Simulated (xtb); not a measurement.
C2H3N, SMILES CC#N. All values are semi-empirical tight-binding results from xtb (GFN2-xTB unless named), good for trends rather than for accurate numbers. Geometry optimised at GFN2-xTB.

Optimised geometry:

Bonded distances (Å): C1–C2 1.437, C1–H4 1.089, C1–H5 1.089, C1–H6 1.089, C2–N3 1.143. Bond angles (°): C2–C1–H4 109.5, C2–C1–H5 109.5, C2–C1–H6 109.5, H4–C1–H5 109.4, H4–C1–H6 109.4, H5–C1–H6 109.4, C1–C2–N3 180.0.
Charge 0, spin multiplicity 1.

**Question.** Estimate the properties. (Estimate from the structure and the level; the computed values follow.)

**Answer.** 
point group as xtb finds it: C3v
orbital gap: 6.11 eV
dipole moment: 3.85 D
zero-point energy: 27.8 kcal/mol
G − E(el) at 298.15 K (modified RRHO): 13.4 kcal/mol
static polarisability (D4 model): 29.4 bohr³
solvation energy, GFN2-xTB/ALPB(water): -6.3 kcal/mol
solvation energy, GFN2-xTB/ALPB(acetonitrile): -5.0 kcal/mol

Computed IR lines (harmonic; lines under 4 % of the strongest left out, lines within 3 cm⁻¹ merged):
ν (cm⁻¹): 993 (w), 998 (m), 1368 (w), 1427 (w), 2422 (vs), 3018 (w) (against the strongest line: vs over 80 %, s over 45 %, m over 15 %, w over 4 %, vw less)

Computed atomic charges and the Wiberg bond orders between heavy atoms:
charges (e) C1 -0.11, C2 0.12, N3 -0.24, H4 0.08, H5 0.08, H6 0.08. Bond orders C1–C2 1.07, C2–N3 2.85.
